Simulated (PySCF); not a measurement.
Run record: excited-state job, boranyloxyborane, `O(B)B`.

Method: TDDFT CAM-B3LYP/def2-SVPD, vertical, gas phase, core orbitals frozen in the response (PySCF 2.14.0, density-fitted response routines). Geometry: GFN2-xTB. The input is one job of a driver script: a line of settings, then coordinates in Å.

Input:
```
{"job": {"kind": "uv", "xc": "CAM-B3LYP", "basis": "def2-SVPD", "nstates": 8, "ntriplets": 3}, "charge": 0, "multiplicity": 1}
B     -1.287132    -0.053203    -0.122349
O      0.000666     0.001477    -0.002919
B      1.288730     0.054567     0.114889
H     -1.810835     0.494586    -1.027136
H     -1.921455    -0.648948     0.675049
H      1.780026     0.931701     0.733063
H      1.953334    -0.775275    -0.397676
```

Q: Estimate the output.

A: 
```
coarse grid: 5744 points
cycle   1  E = -127.1330879307  dE =  2.914e-01  |g| = 5.498e-01  |ddm| = 3.156e+00
cycle   2  E = -127.0890845823  dE =  4.400e-02  |g| = 7.621e-01  |ddm| = 8.787e-01
cycle   3  E = -127.1912175891  dE = -1.021e-01  |g| = 2.395e-02  |ddm| = 4.845e-01
cycle   4  E = -127.1914270091  dE = -2.094e-04  |g| = 4.971e-03  |ddm| = 5.573e-02
cycle   5  E = -127.1914347340  dE = -7.725e-06  |g| = 8.749e-04  |ddm| = 1.376e-02
final grid: 55112 points
cycle   6  E = -127.2236285776  dE = -2.455e-05  |g| = 2.136e-03  |ddm| = 3.181e-02
cycle   7  E = -127.2236286669  dE = -8.929e-08  |g| = 2.767e-03  |ddm| = 6.489e-03
cycle   8  E = -127.2236299143  dE = -1.247e-06  |g| = 1.988e-04  |ddm| = 1.834e-03
cycle   9  E = -127.2236299329  dE = -1.860e-08  |g| = 1.216e-04  |ddm| = 5.934e-04
cycle  10  E = -127.2236299367  dE = -3.768e-09  |g| = 1.396e-05  |ddm| = 2.443e-04
cycle  11  E = -127.2236299367  dE = -6.241e-11  |g| = 1.291e-06  |ddm| = 3.571e-05
converged SCF energy = -127.2236299367

Static polarisability (au): isotropic 34.802, principal 28.572 28.587 47.248

Singlet excitations
state   eV       nm        f      main configurations
  1   6.1872    200.4   0.00000   H->L+1 0.47, H-1->L 0.47
  2   6.2838    197.3   0.00000   H->L 0.40, H-1->L+1 0.40, H-1->L 0.09
  3   7.7198    160.6   0.00068   H->L 0.49, H-1->L+1 0.47
  4   7.7591    159.8   0.43939   H-1->L 0.40, H->L+1 0.39, H-1->L+1 0.10
  5   8.4611    146.5   0.02761   H->L+2 0.89
  6   8.4659    146.5   0.02757   H-1->L+2 0.89
  7   9.3450    132.7   0.03904   H->L+3 0.58, H->L+4 0.21, H-1->L+4 0.13
  8   9.3484    132.6   0.03905   H-1->L+3 0.58, H-1->L+4 0.21, H->L+4 0.13

Triplet excitations (Tamm-Dancoff, eV): 5.6374 5.6789 6.6848
```

The SCF starts on a coarse grid where the log names one; the energy can jump when the final grid takes over, and dE then counts from the start density on the new grid. H and L stand for HOMO and LUMO; the number after each pair is its weight.

Q: Give the mean polarisability as a volume in Å³, and the ratio of the largest to the smallest principal value.

A: 34.802 au × 0.148185 = 5.16 Å³; 47.248/28.572 = 1.65.

Summary of the converged run: HOMO -10.34 eV, LUMO 0.31 eV; lowest singlet 6.19 eV; lowest triplet 5.64 eV (Tamm–Dancoff); mean polarisability 34.8 au.

Q: How long does this job take on x86-64 server, one thread, on a shared host?

A: About 6.9 s.
Labels such as C1 count atoms from 1, the log's own numbers from 0.
